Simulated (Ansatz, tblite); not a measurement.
Cost and result up the ladder for the cluster LiF2⁻ (3 atoms). The state is a singlet with charge -1. Geometry: r2SCAN-D4/def2-TZVPD.

```xyz
3

Li    0.000    0.000    0.000
F     0.819    1.464    0.237
F    -0.819   -1.464   -0.237
```

Ansatz on 4 threads of Arm Neoverse V2 on a shared host; xTB runs through tblite on one thread. Times are rough, summed over both states, and most runs start from the orbitals of an earlier one. RPA@PBE/def2-TZVPD serves as the yardstick here, not as an exact answer. Differences are given only for rows in sets of like size (and for xTB, whose basis is part of the method), since another set adds its own error. The other state is a triplet at its own geometry.

The xTB rows come from tblite. B3LYP takes the VWN-RPA correlation. Correlated methods freeze 2 core orbitals; core or outer-core shells of Li are correlated, in sets that lack core-valence functions. In CCSD on the charge -1 triplet the largest single amplitude is 0.28, so its Hartree–Fock determinant may place the open shell otherwise than the density functionals do. In the triplet, F2 and F3 lie 1.99 Å apart (atoms count from 1), so these atoms are partly bonded to each other. The structure comes from a short search, and lower isomers may exist.

Run but left out: HF/6-31G, HF/def2-TZVPD, HF/def2-TZVPPD, MP2/def2-TZVPD, MP2/def2-TZVPPD (triplet: a determinant that CCSD turns far, T1 0.061).

Correlated methods converge slowly with the basis.

xTB has no spin-polarisation term.

```json
{"level": "GFN2-xTB", "functions": "12", "wall time": "0.002 s", "triplet − singlet (eV)": "7.30", "difference from RPA@PBE/def2-TZVPD (eV)": "2.73", "remarks": "–"}
{"level": "GFN1-xTB", "functions": "12", "wall time": "0.003 s", "triplet − singlet (eV)": "6.03", "difference from RPA@PBE/def2-TZVPD (eV)": "1.46", "remarks": "–"}
{"level": "B3LYP-D4/6-31G", "functions": "27", "wall time": "0.5 s", "triplet − singlet (eV)": "4.14", "difference from RPA@PBE/def2-TZVPD (eV)": "–", "remarks": "HOMO above zero (triplet)"}
{"level": "PBE-D4/def2-TZVPD (with forces)", "functions": "97", "wall time": "1 s", "triplet − singlet (eV)": "4.50", "difference from RPA@PBE/def2-TZVPD (eV)": "-0.07", "remarks": "HOMO above zero (triplet)"}
{"level": "revPBE-D4/def2-TZVPD", "functions": "97", "wall time": "1 s", "triplet − singlet (eV)": "4.45", "difference from RPA@PBE/def2-TZVPD (eV)": "-0.12", "remarks": "HOMO above zero (triplet)"}
{"level": "BLYP-D4/def2-TZVPD", "functions": "97", "wall time": "1.1 s", "triplet − singlet (eV)": "4.66", "difference from RPA@PBE/def2-TZVPD (eV)": "0.09", "remarks": "HOMO above zero (triplet)"}
{"level": "RPA@PBE/def2-TZVPD", "functions": "97", "wall time": "1.5 s", "triplet − singlet (eV)": "4.57", "difference from RPA@PBE/def2-TZVPD (eV)": "0.00", "remarks": "–"}
{"level": "r2SCAN-D4/def2-TZVPD", "functions": "97", "wall time": "1.8 s", "triplet − singlet (eV)": "4.52", "difference from RPA@PBE/def2-TZVPD (eV)": "-0.05", "remarks": "HOMO above zero (triplet)"}
{"level": "r2SCANh-D4/def2-TZVPD", "functions": "97", "wall time": "1.9 s", "triplet − singlet (eV)": "4.61", "difference from RPA@PBE/def2-TZVPD (eV)": "0.04", "remarks": "HOMO above zero (triplet)"}
{"level": "r2SCAN0-D4/def2-TZVPD", "functions": "97", "wall time": "2 s", "triplet − singlet (eV)": "4.73", "difference from RPA@PBE/def2-TZVPD (eV)": "0.16", "remarks": "HOMO above zero (triplet)"}
{"level": "CCSD(T)/def2-TZVPPD", "functions": "102", "wall time": "5.8 s", "triplet − singlet (eV)": "5.29", "difference from RPA@PBE/def2-TZVPD (eV)": "0.72", "remarks": "large T1 (0.061) (triplet)"}
```
